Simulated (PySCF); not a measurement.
Process, species as SMILES: C#N (CH-N) + H+ → C#[NH+]
B3LYP-D3(BJ)/def2-TZVP geometries, fixed; electronic energies without zero-point terms; positive where energy is released.

Effect of the auxiliary basis of density fitting at B3LYP/def2-TZVP with PySCF, against the last row, where the proton affinity is 175.98 kcal/mol. The proton sits at the site shown, which need not be the one that binds it best.

```json
[
 {"setting": "density fitting: autoaux", "fitting functions, largest species": "432", "largest shift of a total energy (mEh)": "0.001", "shift of the proton affinity (kcal/mol)": "0.001"},
 {"setting": "density fitting: def2-universal-jkfit", "fitting functions, largest species": "188", "largest shift of a total energy (mEh)": "-0.019", "shift of the proton affinity (kcal/mol)": "0.005"},
 {"setting": "density fitting: cc-pvtz-jkfit", "fitting functions, largest species": "218", "largest shift of a total energy (mEh)": "0.013", "shift of the proton affinity (kcal/mol)": "0.003"},
 {"setting": "density fitting: cc-pvqz-jkfit", "fitting functions, largest species": "314", "largest shift of a total energy (mEh)": "-0.002", "shift of the proton affinity (kcal/mol)": "0.000"},
 {"setting": "density fitting: none", "fitting functions, largest species": "-", "largest shift of a total energy (mEh)": "0.000", "shift of the proton affinity (kcal/mol)": "0.000"}
]
```

Within 0.02 kcal/mol in the proton affinity: density fitting: autoaux; density fitting: def2-universal-jkfit; density fitting: cc-pvtz-jkfit; density fitting: cc-pvqz-jkfit. The largest shift is 0.019 mEh in a total energy and 0.005 kcal/mol in the difference.
